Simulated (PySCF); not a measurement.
Ionisation energies (eV) were calculated with PySCF 2.14 by MP2 (valence), UHF, PBE, in another order, as differences of total energies without spin-orbit coupling. The measured values are between term centres (NIST).

| species | measured | A | B | C |
| --- | --- | --- | --- | --- |
| Be (aug-cc-pVQZ with one added diffuse shell each of s, p, d, f, g type, non-relativistic) | 9.323 | 8.043 | 8.998 | 8.847 |
| C (aug-cc-pVQZ with one added diffuse shell each of s, p, d, f, g type, non-relativistic) | 11.262 | 10.799 | 11.541 | 11.284 |
| Cl⁺ (aug-cc-pV(Q+d)Z with one added diffuse shell each of s, p, d, f, g type, non-relativistic) | 23.771 | 22.597 | 23.850 | 23.497 |
| Ar (aug-cc-pV(Q+d)Z with one added diffuse shell each of s, p, d, f, g type, non-relativistic) | 15.819 | 14.549 | 15.705 | 15.849 |
| Ge⁺ (aug-cc-pVQZ-PP with one added diffuse shell each of s, p, d, f, g type with ECP10MDF, ECP) | 15.789 | 15.255 | 15.700 | 15.521 |
| Sn⁺ (aug-cc-pVQZ-PP with one added diffuse shell each of s, p, d, f, g type with ECP28MDF, ECP) | 14.282 | 13.755 | 14.222 | 13.989 |
| Te (aug-cc-pVQZ-PP with one added diffuse shell each of s, p, d, f, g type with ECP28MDF, ECP) | 8.749 | 7.733 | 8.732 | 8.459 |
| I (aug-cc-pVQZ-PP with one added diffuse shell each of s, p, d, f, g type with ECP28MDF, ECP) | 10.519 | 9.537 | 10.501 | 10.390 |

Task: Which column is which method?

Result: A is UHF (mean error -0.91 eV); B is PBE (mean error -0.03 eV); C is MP2 (valence) (mean error -0.21 eV). Hartree-Fock lacks the correlation of the electron removed and comes out lowest. PBE, with gradient corrections, lies close to experiment on average, with errors of both signs. Valence MP2 in a finite basis recovers only part of the missing correlation, so it stays below experiment on average.
